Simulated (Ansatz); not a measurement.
**CHFO (SMILES O=CF) at 6 levels**

Wanted: a comparison of 6 runs (BHLYP/STO-3G, PBE/STO-3G, UPBE0/STO-3G, revPBE/STO-3G, UCCSD(T)/STO-3G, FCI/STO-3G) of CHFO. 

The calculation is run with Ansatz 0.2.0.

62 further runs of the same task are left out: 2 that didn't finish, 60 set aside as unsound or not needed.

### Step 1. The structure to begin with

CHFO has 4 atoms, charge 0, and is taken as a singlet. SMILES: `O=CF`. The H4–C2 distance was set to 1.371 Å, away from the relaxed value.

Bond lengths: O1–C2 1.174 Å, C2–F3 1.336 Å. Angles: O1–C2–F3 122.9°. A long bond or contact: C2–H4 1.371 Å.

### Step 2. The energy at BHLYP/STO-3G (run 1)

job.yaml reads:

```yaml
crystal:
  periodic: [false, false, false]
  atoms:
    - symbol: O
      position_ang: [-0.988585, 0.012261, 1.000050]
    - symbol: C
      position_ang: [-0.145645, -0.121399, 0.193930]
    - symbol: F
      position_ang: [0.485955, -1.280729, -0.009510]
    - symbol: H
      position_ang: [0.350540, 0.823120, -0.667550]
basis:
  gaussian: {orbitals: STO-3G}
total_charge: 0
magnetization: {spin_polarized: false, initial_magnetization: 0}
hamiltonian: {xc: {name: BHLYP}}
accuracy: high
```

Launch:

```console
$ ansatz run job.yaml --threads 1 --pin off --max-ram 3480MiB --events-out events.jsonl --progress --plain --runs-dir runs
```

The program printed:

```text
Warning: RAYON_NUM_THREADS=1 ignored (pool sized by the plan → 1); use --threads N
Functional definition: BHLYP
  name "BHLYP"
  parameter a = 0.5
  exchange = (1 - a)*b88_x + a*exact_x
  correlation = lyp_c
273 factors; integrals over basis functions are off by at most 3.0e-8 eV
mean field evaluation 1: about -5728.9051 eV, gradient 3.4e1 eV
mean field evaluation 2: about -5726.9646 eV, gradient 4.8e1 eV
mean field evaluation 4: about -5732.2746 eV, gradient 1.5e0 eV
mean field evaluation 8: about -5732.3080 eV, gradient 1.1e-2 eV
mean field evaluation 16: about -5732.3080 eV, gradient 4.4e-8 eV
mean field -5732.30800160 eV, -210.6584335608 hartree, gradient 4.1e-8 eV, S^2 0.000000; 0 other end points of the search recorded, 0 dependent functions left out
reference -5732.30801418 eV, -210.6584340231 hartree; 12, 12 occupied and 4, 4 virtual orbitals, 273 factors
Total energy: -5732.30801418 eV, -210.6584340231 hartree
```

It took 0.91 s on 1 thread of Intel Xeon Platinum 8259CL at 2.50GHz (Skylake/Cascade Lake), shared host.

### Step 3. The energy at PBE/STO-3G (run 2)

molecule.yaml reads:

```yaml
crystal:
  periodic: [false, false, false]
  atoms:
    - {symbol: O, position_ang: [-0.988585, 0.012261, 1.000050]}
    - {symbol: C, position_ang: [-0.145645, -0.121399, 0.193930]}
    - {symbol: F, position_ang: [0.485955, -1.280729, -0.009510]}
    - {symbol: H, position_ang: [0.350540, 0.823120, -0.667550]}
basis:
  gaussian:
    orbitals: STO-3G
hamiltonian:
  xc: pbe
accuracy: high
```

Launch:

```console
$ ansatz run molecule.yaml --threads 1 --pin off --max-ram 3480MiB --events-out events.jsonl --progress --plain --runs-dir runs
```

The program printed:

```text
Warning: RAYON_NUM_THREADS=1 ignored (pool sized by the plan → 1); use --threads N
Functional definition: PBE
  name "PBE"
  parameter kappa = 0.804
  parameter beta = 0.06672455060314922
  exchange = pbe_x(kappa = kappa, mu = beta*pi^2/3)
  correlation = pbe_c(beta = beta)
273 factors; integrals over basis functions are off by at most 3.0e-8 eV
mean field evaluation 1: about -5726.9739 eV, gradient 2.7e1 eV
mean field evaluation 2: about -5710.0044 eV, gradient 9.0e1 eV
mean field evaluation 4: about -5729.0258 eV, gradient 3.8e0 eV
mean field evaluation 8: about -5729.0029 eV, gradient 1.2e-1 eV
mean field evaluation 16: about -5729.0029 eV, gradient 1.0e-8 eV
mean field -5729.00288451 eV, -210.5369727483 hartree, gradient 1.2e-8 eV, S^2 0.000000; 0 other end points of the search recorded, 0 dependent functions left out
reference -5729.00288561 eV, -210.5369727884 hartree; 12, 12 occupied and 4, 4 virtual orbitals, 273 factors
Total energy: -5729.00288561 eV, -210.5369727884 hartree
```

Run time: 0.91 s. Hardware: 1 thread of Intel Xeon Platinum 8259CL at 2.50GHz (Skylake/Cascade Lake), shared host.

Runs 3 to 4 aren't shown in full; the table further down has their settings and results.

### Step 4. A single-point energy at UCCSD(T)/STO-3G (run 5)

run.yaml reads:

```yaml
crystal:
  periodic: [false, false, false]
  atoms:
    - {symbol: O, position_ang: [-0.988585, 0.012261, 1.000050]}
    - {symbol: C, position_ang: [-0.145645, -0.121399, 0.193930]}
    - {symbol: F, position_ang: [0.485955, -1.280729, -0.009510]}
    - {symbol: H, position_ang: [0.350540, 0.823120, -0.667550]}
basis:
  gaussian:
    orbitals: STO-3G
correlation:
  method: ccsd_t
  frozen_orbitals: {C: 1, F: 1, H: 0, O: 1}
accuracy: high
magnetization:
  spin_polarized: true
scf:
  omitted_lower_state_checks: [cluster_reference, increment]
```

Launch:

```console
$ ansatz run run.yaml --threads 1 --pin off --max-ram 3480MiB --events-out events.jsonl --progress --plain --runs-dir runs
```

The program printed (excerpt; [...] marks lines left out):

```text
Warning: RAYON_NUM_THREADS=1 ignored (pool sized by the plan → 1); use --threads N
Functional definition: HF
  name "HF"
[...]
273 factors; integrals over basis functions are off by at most 3.0e-8 eV
[...]
mean field -5708.70244340 eV, -209.7909452976 hartree, gradient 2.9e-8 eV, S^2 0.014381; 3 other end points of the search recorded, 0 dependent functions left out
3 core orbitals not correlated: weight in the atoms' cores, before any rotation towards them, 1.000 or more for the frozen orbitals, at most 0.000 for the correlated occupied ones
reference -5708.70244340 eV, -209.7909452976 hartree; 9, 9 occupied and 4, 4 virtual orbitals, 273 factors
second order -3.81426785 eV of doubles, -0.00000000 eV of singles
cycle   1  -4.12907590 eV  change   -3.1e-1 eV  update   9.2e-2
[...]
cycle  21  -4.52733026 eV  change   2.3e-10 eV  update   2.1e-9
perturbative correction -0.19435133 eV, -0.0071422797 hartree
Total energy: -5713.42412500 eV, -209.9644638956 hartree
Checks for a lower state left out: cluster_reference, increment
```

Run time: 0.55 s. Hardware: 1 thread of Intel Xeon Platinum 8259CL at 2.50GHz (Skylake/Cascade Lake), shared host.

### Step 5. A single-point energy at FCI/STO-3G (run 6)

job.yaml reads:

```yaml
crystal:
  periodic: [false, false, false]
  atoms:
    - {symbol: O, position_ang: [-0.988585, 0.012261, 1.000050]}
    - {symbol: C, position_ang: [-0.145645, -0.121399, 0.193930]}
    - {symbol: F, position_ang: [0.485955, -1.280729, -0.009510]}
    - {symbol: H, position_ang: [0.350540, 0.823120, -0.667550]}
basis:
  gaussian:
    orbitals: STO-3G
correlation:
  method: fci
  frozen_orbitals: {C: 1, F: 1, H: 0, O: 1}
accuracy: high
```

Launch:

```console
$ ansatz run job.yaml --threads 1 --pin off --max-ram 3480MiB --events-out events.jsonl --progress --plain --runs-dir runs
```

The program printed:

```text
Warning: RAYON_NUM_THREADS=1 ignored (pool sized by the plan → 1); use --threads N
Functional definition: HF
  name "HF"
  exchange = exact_x
  correlation = 0
273 factors; integrals over basis functions are off by at most 3.0e-8 eV
mean field evaluation 1: about -5704.3451 eV, gradient 3.6e1 eV
mean field evaluation 2: about -5704.4298 eV, gradient 3.7e1 eV
mean field evaluation 4: about -5708.6398 eV, gradient 2.7e0 eV
mean field evaluation 8: about -5708.7022 eV, gradient 9.7e-2 eV
mean field -5708.70219943 eV, -209.7909363315 hartree, gradient 1.4e-8 eV, S^2 0.000000; 0 other end points of the search recorded, 0 dependent functions left out; unrestricted orbitals would lower it
mean field evaluation 16: about -5708.4334 eV, gradient 2.0e0 eV
3 core orbitals not correlated: weight in the atoms' cores, before any rotation towards them, 1.000 or more for the frozen orbitals, at most 0.000 for the correlated occupied ones
reference -5708.70219943 eV, -209.7909363315 hartree; 9, 9 occupied and 4, 4 virtual orbitals, 273 factors
state -5713.46228795 eV, -209.9658663582 hartree
Total energy: -5713.46228795 eV, -209.9658663582 hartree
```

Wall time 1.5 s (1 thread of Intel Xeon Platinum 8259CL at 2.50GHz (Skylake/Cascade Lake), shared host); peak memory 0.11 GiB.

### Step 6. All runs side by side

```
run            level  frozen core orbitals  energy (Eh)  wall time
  1     BHLYP/STO-3G                     –  -210.658434     0.91 s
  2       PBE/STO-3G                     –  -210.536973     0.91 s
  3     UPBE0/STO-3G                     –  -210.558070      1.6 s
  4    revPBE/STO-3G                     –  -210.710227        1 s
  5  UCCSD(T)/STO-3G                     3  -209.964464     0.55 s
  6       FCI/STO-3G                     3  -209.965866      1.5 s
```

### Step 7. Results

| quantity | value |
| --- | --- |
| run 6: total energy | -209.96587 Eh |
| run 6: correlation energy (3 core orbitals frozen) | -174.9 mEh |

Against full CI in this basis: UCCSD(T) +1.4 mEh. Totals of different functionals can't be ranked against each other. In runs 1, 2, 3, 4, 5, 6 the basis is minimal, so the values are rough. All runs together took 6.4 s, the longest 1.6 s.
